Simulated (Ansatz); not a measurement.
Ideal-gas functions of H$_{4}$OSi$_{2}$, SMILES `[SiH]O[SiH3]` at 400 K and 1 bar, from an Ansatz frequency run at PBE0-D4/def2-TZVP.

Molar mass 76.2 g/mol, point group Cs (symmetry number 1), electronic degeneracy 1, moments of inertia 12.032, 153.609, 159.709 u Å². Harmonic wavenumbers (cm⁻¹, unscaled): 77, 142, 225, 609, 722, 725, 886, 951, 952, 964, 1064, 1919, 2229, 2243, 2245.

Use S(trans) = R[1.5 ln M + 2.5 ln T − 1.1517]; rotational temperatures θ = 24.2544 K / I; S(rot) = R[ln(√π/σ · √(T³/θAθBθC)) + 1.5]; for each mode x = 1.438777 ν̃/T, S = R[x/(eˣ − 1) − ln(1 − e⁻ˣ)] and H = RT x/(eˣ − 1); 1 cm⁻¹ = 0.0119627 kJ/mol; R = 8.31446 J/(mol·K).

Problem. By hand: the entropy, in J/(mol·K).

Solution. Translation 169.0. Rotation: θ = 2.0158, 0.1579, 0.1519 K, giving 104.5. Vibration, mode by mode: 19.02, 13.99, 10.30, 3.28, 2.38, 2.36, 1.49, 1.24, 1.23, 1.19, 0.89, 0.07, 0.02, 0.02, 0.02, in all 57.5. Electronic 0.0. Sum 331.0 J/(mol·K).

Problem. By hand: H − E and G − E in kJ/mol, counted from the electronic energy.

Solution. Zero-point energy ½ × 15953 × 0.0119627 = 95.4; thermal vibration 11.8; translation, rotation and pV give 4 RT = 13.3. H − E = 120.5 kJ/mol, and G − E = 120.5 − 400 × 331.0/1000 = -11.9 kJ/mol.

Vibration gives 17 % of the entropy, 33.0 J/(mol·K) of it from the modes under 150 cm⁻¹: soft modes count most, and the harmonic formula is weakest for them.
